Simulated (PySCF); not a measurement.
**C2H3NO− (doublet): a look at the electrons**

For C2H3NO− (doublet), the scripts below see where an electron leaves and enters, analyse its density (charges, bond critical points, surface potential) and measure its response to a uniform field.

The runs use PySCF 2.14.0; levels as typed in each script, gas phase, geometry from GFN2-xTB.

### Step 1. Where the work starts

SMILES `N=C[CH][O-]`, 7 atoms, charge -1, spin multiplicity 2.

Bond lengths: N1–C2 1.323 Å, N1–H5 1.025 Å, C2–C3 1.403 Å, C2–H6 1.095 Å, C3–O4 1.265 Å, C3–H7 1.125 Å. Angles: C2–N1–H5 108.3°, N1–C2–C3 128.6°, N1–C2–H6 114.9°, C3–C2–H6 116.6°, C2–C3–O4 127.8°, C2–C3–H7 114.2°, O4–C3–H7 118.0°.

As a file:

| atom | x (Å) | y (Å) | z (Å) |
| --- | --- | --- | --- |
| N1 | 1.5509 | -0.4703 | 0.0000 |
| C2 | 0.6859 | 0.5314 | 0.0000 |
| C3 | -0.7164 | 0.4767 | 0.0000 |
| O4 | -1.4522 | -0.5525 | 0.0000 |
| H5 | 1.0243 | -1.3502 | 0.0000 |
| H6 | 1.1370 | 1.5291 | 0.0000 |
| H7 | -1.2176 | 1.4843 | 0.0000 |

### Step 2. Removing and adding an electron (wB97X/6-311+g**)

File input.py:

```python
import numpy as np
from pyscf import gto, scf, dft
from pyscf.scf import atom_ks, atom_hf
from scipy.linalg import block_diag

def solve(mol, dm0=None, hcore=None):
    mf = (dft.UKS if mol.spin else dft.RKS)(mol, xc='wb97x')
    mf.grids.level = 3
    mf = mf.density_fit(auxbasis='def2-universal-jkfit')
    mf.conv_tol, mf.max_cycle = 1e-8, 80
    if hcore is not None:
        mf.get_hcore = lambda *args: hcore
    mf.kernel(dm0)
    if not mf.converged:
        mf = mf.newton().run(mf.mo_coeff, mf.mo_occ, max_cycle=30)
    assert mf.converged, 'SCF not converged'
    return mf

mol = gto.M(atom='''
N      1.55086    -0.47028     0.00000
C      0.68594     0.53144     0.00000
C     -0.71637     0.47670     0.00000
O     -1.45215    -0.55252     0.00000
H      1.02429    -1.35017     0.00000
H      1.13698     1.52914     0.00000
H     -1.21756     1.48429     0.00000
''', basis='6-311+g**', charge=-1, spin=1, verbose=4)
mf = solve(mol)
out = dict(e0=mf.e_tot, dm0=mf.make_rdm1(), c=mf.mo_coeff, occ=mf.mo_occ, eps=mf.mo_energy)
for name, dq, spin in [('cation', 1, 0)]:
    ion = mol.copy().set(charge=mol.charge + dq, spin=spin).build()
    mi = solve(ion)
    if spin and dq > 0 and mol.nao < 130:
        c, _, stable, _ = mi.stability(return_status=True)
        if not stable:
            mi = solve(ion, mi.make_rdm1(c, mi.mo_occ))
    print(name, 'vertical energy change / eV', (mi.e_tot - mf.e_tot) * 27.211386)
    out.update({'e_' + name: mi.e_tot, 'dm_' + name: mi.make_rdm1(), 's2_' + name: mi.spin_square()[0], 'eps_' + name: mi.mo_energy, 'occ_' + name: mi.mo_occ})
# spherically averaged free atoms, for the promolecule
atm = atom_ks.get_atm_nrks(mol, xc='wb97x')
pro = block_diag(*[(atm[a[0]][2] * atm[a[0]][3]) @ atm[a[0]][2].T for a in mol._atom])
np.savez('result.npz', pro=pro, **out)
```

Run with:

```
$ OMP_NUM_THREADS=1 python input.py
```

### Step 4. Density, bond paths and surface potential (LDA (SVWN)/6-311+g**)

File input.py:

```python
import numpy as np
from pyscf import gto, scf, dft
from pyscf.scf import atom_ks, atom_hf
from scipy.linalg import block_diag

def solve(mol, dm0=None, hcore=None):
    mf = (dft.UKS if mol.spin else dft.RKS)(mol, xc='svwn')
    mf.grids.level = 3
    mf = mf.density_fit(auxbasis='def2-universal-jkfit')
    mf.conv_tol, mf.max_cycle = 1e-8, 80
    if hcore is not None:
        mf.get_hcore = lambda *args: hcore
    mf.kernel(dm0)
    if not mf.converged:
        mf = mf.newton().run(mf.mo_coeff, mf.mo_occ, max_cycle=30)
    assert mf.converged, 'SCF not converged'
    return mf

mol = gto.M(atom='''
N      1.55086    -0.47028     0.00000
C      0.68594     0.53144     0.00000
C     -0.71637     0.47670     0.00000
O     -1.45215    -0.55252     0.00000
H      1.02429    -1.35017     0.00000
H      1.13698     1.52914     0.00000
H     -1.21756     1.48429     0.00000
''', basis='6-311+g**', charge=-1, spin=1, verbose=4)
mf = solve(mol)
mf.analyze()
# spherically averaged free atoms, for the promolecule
atm = atom_ks.get_atm_nrks(mol, xc='svwn')
pro = block_diag(*[(atm[a[0]][2] * atm[a[0]][3]) @ atm[a[0]][2].T for a in mol._atom])
np.savez('result.npz', e=mf.e_tot, c=mf.mo_coeff, occ=mf.mo_occ, eps=mf.mo_energy, pro=pro, dip=mf.dip_moment(verbose=0), s2=mf.spin_square()[0])
```

### Step 6. Response to an electric field (TPSSh/cc-pvtz)

File input.py:

```python
import numpy as np
from pyscf import gto, scf, dft
from pyscf.scf import atom_ks, atom_hf
from scipy.linalg import block_diag

def solve(mol, dm0=None, hcore=None):
    mf = (dft.UKS if mol.spin else dft.RKS)(mol, xc='tpssh')
    mf.grids.level = 3
    mf = mf.density_fit(auxbasis='def2-universal-jkfit')
    mf.conv_tol, mf.max_cycle = 1e-8, 80
    if hcore is not None:
        mf.get_hcore = lambda *args: hcore
    mf.kernel(dm0)
    if not mf.converged:
        mf = mf.newton().run(mf.mo_coeff, mf.mo_occ, max_cycle=30)
    assert mf.converged, 'SCF not converged'
    return mf

mol = gto.M(atom='''
N      1.55086    -0.47028     0.00000
C      0.68594     0.53144     0.00000
C     -0.71637     0.47670     0.00000
O     -1.45215    -0.55252     0.00000
H      1.02429    -1.35017     0.00000
H      1.13698     1.52914     0.00000
H     -1.21756     1.48429     0.00000
''', basis='cc-pvtz', charge=-1, spin=1, verbose=4)
field = np.array([-0.002, -0.0, -0.0])  # atomic units
mol.set_common_orig(mol.atom_charges() @ mol.atom_coords() / mol.atom_charges().sum())
mf = solve(mol)
out = dict(dm0=mf.make_rdm1(), d0=mf.dip_moment(unit='AU'), e0=mf.e_tot)
for name, sign in (('p', 1), ('m', -1)):
    h = mf.get_hcore() + sign * np.einsum('x,xij->ij', field, mol.intor('int1e_r'))
    mi = solve(mol, mf.make_rdm1(), h)
    out.update({'dm' + name: mi.make_rdm1(), 'd' + name: mi.dip_moment(unit='AU'), 'e' + name: mi.e_tot})
# spherically averaged free atoms, for the promolecule
atm = atom_ks.get_atm_nrks(mol, xc='tpssh')
pro = block_diag(*[(atm[a[0]][2] * atm[a[0]][3]) @ atm[a[0]][2].T for a in mol._atom])
np.savez('result.npz', pro=pro, **out)
```

(Steps that only read results are left out.)

What does the calculation give? Wanted: vertical ionisation energy; dipole moment; HOMO, LUMO; polarisability along the field.

The runs gave:

```
                                      quantity          value
  vertical ionisation energy (wB97X/6-311+g**)        1.32 eV
          dipole moment (LDA (SVWN)/6-311+g**)         1.50 D
             HOMO, LUMO (LDA (SVWN)/6-311+g**)  1.73, 2.38 eV
polarisability along the field (TPSSh/cc-pvtz)     57.2 bohr³
```

What this shows: The ionisation energy from two SCF runs, 1.32 eV, lies 0.0 eV below −ε(HOMO) = 1.36 eV of the same level, wB97X/6-311+g**. At LDA (SVWN)/6-311+g**: The highest Hirshfeld charge is on H5 (+0.04 e), the lowest on O4 (−0.40 e). All values hold at the given geometry, in the gas phase.
